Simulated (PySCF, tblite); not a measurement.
Species: methoxyacetone, C₄H₈O₂.
Bonds: C1–O2, O2–C3, C3–C4, C4–C5, C4–O6 (double). Hydrogens: H7, H8, H9 on C1; H10, H11 on C3; H12, H13, H14 on C5.

Computed with GFN2-xTB (tblite), gas phase: Langevin dynamics at 200 K from the optimised GFN2-xTB geometry, time step 0.5 fs, friction 0.01 fs⁻¹, 2000 steps. Over the second half of the run the saved frames average 173 K.

Frame at 250 fs, instantaneous temperature 141 K:
```
atom  x, y, z in Å
C1     -1.919    0.134   -0.979
O2     -0.566   -0.132   -0.646
C3     -0.388   -0.227    0.751
C4      1.111   -0.587    1.059
C5      1.835   -1.021   -0.154
O6      1.594   -0.474    2.150
H7     -2.283    1.071   -0.567
H8     -2.097    0.084   -2.036
H9     -2.558   -0.630   -0.569
H10    -0.575    0.700    1.246
H11    -1.093   -1.025    1.153
H12     1.255   -1.918   -0.486
H13     1.917   -0.303   -0.948
H14     2.838   -1.325    0.170
```

Frame at 425 fs, instantaneous temperature 230 K:
```
atom  x, y, z in Å
C1     -1.564    0.136   -1.271
O2     -0.511   -0.503   -0.612
C3     -0.123    0.034    0.633
C4      1.150   -0.805    1.153
C5      1.746   -1.674    0.074
O6      1.506   -0.844    2.323
H7     -1.474    1.224   -1.071
H8     -1.415   -0.026   -2.317
H9     -2.479   -0.198   -0.830
H10     0.252    1.052    0.552
H11    -0.929   -0.031    1.368
H12     0.920   -2.330   -0.151
H13     1.997   -1.087   -0.788
H14     2.595   -2.190    0.510
```

Frame at 625 fs, instantaneous temperature 185 K:
```
atom  x, y, z in Å
C1     -1.423    0.336   -1.154
O2     -0.332   -0.299   -0.538
C3      0.001    0.125    0.695
C4      1.094   -0.738    1.349
C5      1.863   -1.560    0.373
O6      1.250   -0.785    2.554
H7     -1.488    1.420   -0.991
H8     -1.369    0.128   -2.223
H9     -2.404   -0.074   -0.845
H10     0.489    1.205    0.734
H11    -0.864    0.217    1.396
H12     1.338   -2.486   -0.023
H13     2.036   -0.961   -0.569
H14     2.842   -1.908    0.784
```

Frame at 800 fs, instantaneous temperature 172 K:
```
atom  x, y, z in Å
C1     -1.359    0.257   -1.140
O2     -0.193   -0.255   -0.534
C3     -0.119   -0.081    0.829
C4      1.102   -0.752    1.482
C5      2.121   -1.416    0.628
O6      1.258   -0.623    2.693
H7     -1.505    1.283   -0.854
H8     -1.138    0.109   -2.201
H9     -2.261   -0.301   -0.843
H10     0.012    0.988    1.095
H11    -1.020   -0.514    1.260
H12     1.767   -2.254    0.008
H13     2.590   -0.725   -0.109
H14     2.891   -1.881    1.198
```

Frame at 1000 fs, instantaneous temperature 139 K:
```
atom  x, y, z in Å
C1     -1.520    0.282   -0.867
O2     -0.221   -0.139   -0.532
C3     -0.080   -0.224    0.853
C4      1.226   -0.721    1.436
C5      2.051   -1.528    0.567
O6      1.494   -0.433    2.580
H7     -1.756    1.345   -0.623
H8     -1.581    0.133   -1.927
H9     -2.259   -0.325   -0.330
H10    -0.358    0.749    1.382
H11    -0.737   -0.995    1.317
H12     1.495   -2.107   -0.162
H13     2.682   -0.869   -0.104
H14     2.729   -2.081    1.179
```

Q: What do single points at PBE0/pcSseg-1 (PySCF, gas phase) give on these frames?

A: 
```json
{"t (fs)": "250", "GFN2-xTB E above start (eV)": "0.25", "DFT E above lowest frame (eV)": "0.04", "HOMO (eV)": "-7.26", "LUMO (eV)": "-0.37", "dipole (D)": "3.11"}
{"t (fs)": "425", "GFN2-xTB E above start (eV)": "0.34", "DFT E above lowest frame (eV)": "0.15", "HOMO (eV)": "-7.14", "LUMO (eV)": "-0.38", "dipole (D)": "3.32"}
{"t (fs)": "625", "GFN2-xTB E above start (eV)": "0.37", "DFT E above lowest frame (eV)": "0.12", "HOMO (eV)": "-7.19", "LUMO (eV)": "-0.54", "dipole (D)": "3.40"}
{"t (fs)": "800", "GFN2-xTB E above start (eV)": "0.27", "DFT E above lowest frame (eV)": "0.00", "HOMO (eV)": "-7.31", "LUMO (eV)": "-0.59", "dipole (D)": "3.02"}
{"t (fs)": "1000", "GFN2-xTB E above start (eV)": "0.31", "DFT E above lowest frame (eV)": "0.07", "HOMO (eV)": "-7.28", "LUMO (eV)": "-0.43", "dipole (D)": "2.88"}
```

The two levels order the frames alike by energy but for pairs within 0.08 eV at one level; measured from each level's lowest frame they differ by 0.06 eV at most. The HOMO–LUMO gap runs from 6.65 to 6.89 eV. These are instantaneous structures, not minima.

Q: And the isotropic GIAO shieldings (ppm) from the same runs?

A: 
```csv
atom,250 fs,425 fs,625 fs,800 fs,1000 fs,mean,range
C1,128.6,127.7,128.2,125.2,124.2,126.8,4.4
O2,317.0,324.7,333.3,325.7,317.1,323.6,16.3
C3,100.2,99.0,102.2,103.6,97.3,100.5,6.3
C4,-25.6,-37.6,-27.9,-33.9,-24.0,-29.8,13.6
C5,154.3,152.5,156.3,161.1,162.4,157.3,9.9
O6,-312.1,-345.2,-331.3,-365.9,-295.8,-330.1,70.1
H7,28.7,28.3,28.5,28.8,27.8,28.4,1.0
H8,28.2,27.8,27.9,27.4,28.0,27.9,0.8
H9,29.1,28.2,27.9,28.2,28.5,28.4,1.2
H10,28.5,28.3,26.4,27.5,27.0,27.5,2.1
H11,27.3,27.9,27.4,28.0,27.8,27.7,0.7
H12,28.8,29.3,28.1,29.0,28.9,28.8,1.2
H13,28.9,29.4,28.0,28.8,28.5,28.7,1.4
H14,29.7,29.8,29.1,30.3,30.1,29.8,1.2
```

What follows is the cost of the whole dynamics run. Time: 22 s wall; peak memory 0.18 GiB. Hardware: an Intel Xeon at 2.50 GHz with one thread (shared host).
